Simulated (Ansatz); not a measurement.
**H2B–B, singlet: vertical spin and charge gaps**

Geometry (PBE0/def2-TZVP stationary point for this spin, not checked as a minimum):

```tsv
atom	x (Å)	y (Å)	z (Å)
B	0.0000	0.0000	0.7529
B	0.0000	0.0000	-1.0096
H	0.0000	1.0240	1.3765
H	0.0000	-1.0240	1.3765
```

Basis 6-31G; Ansatz 0.2.0. Only valence electrons are correlated (noble-gas cores frozen). Prefix R: restricted or restricted open-shell reference. Active spaces: valence = (8e, 10o) chosen from the atoms' valence shells.

Gaps are energies of the second state less the first, at fixed atoms, for a selection of the levels run; each method lands on the state that its own search finds for that charge and spin.

Triplet less singlet: -0.491 eV at full CI (singlet A1, triplet B1, in C2v).

```tsv
level	gap (eV)	error (meV)
RHF	-0.902	-411
RMP2	-0.677	-186
CISD	-0.550	-59
RCCSD	-0.468	23
RCCSD(T)	-0.482	9
BCCD(T)	-0.486	5
RCCSDT	-0.493	-2
CISDTQ	-0.496	-5
RCCSDT(Q)	-0.492	-1
RCCSDTQ	-0.491	0
CASSCF (valence space)	-0.524	-33
NEVPT2 (valence space)	-0.501	-10
MRCISD (valence space)	-0.487	4
MRCISD+Q (valence space)	-0.486	5
```

Removing an electron, to the doublet: 7.784 eV at full CI (singlet A1, doublet ion A1, in C2v).

| level | gap (eV) | error (meV) |
| --- | --- | --- |
| RHF | 7.117 | -667 |
| RMP2 | 7.553 | -231 |
| CISD | 7.667 | -117 |
| RCCSD | 7.769 | -15 |
| RCCSD(T) | 7.779 | -5 |
| BCCD(T) | 7.778 | -6 |
| RCCSDT | 7.780 | -4 |
| CISDTQ | 7.776 | -8 |
| RCCSDT(Q) | 7.782 | -2 |
| RCCSDTQ | 7.784 | 0 |
| CASSCF (valence space) | 7.476 | -308 |
| NEVPT2 (valence space) | 7.691 | -93 |
| MRCISD (valence space) | 7.774 | -10 |
| MRCISD+Q (valence space) | 7.783 | -1 |

Full CI is exact within this basis and frozen core; it isn't the basis-set limit.
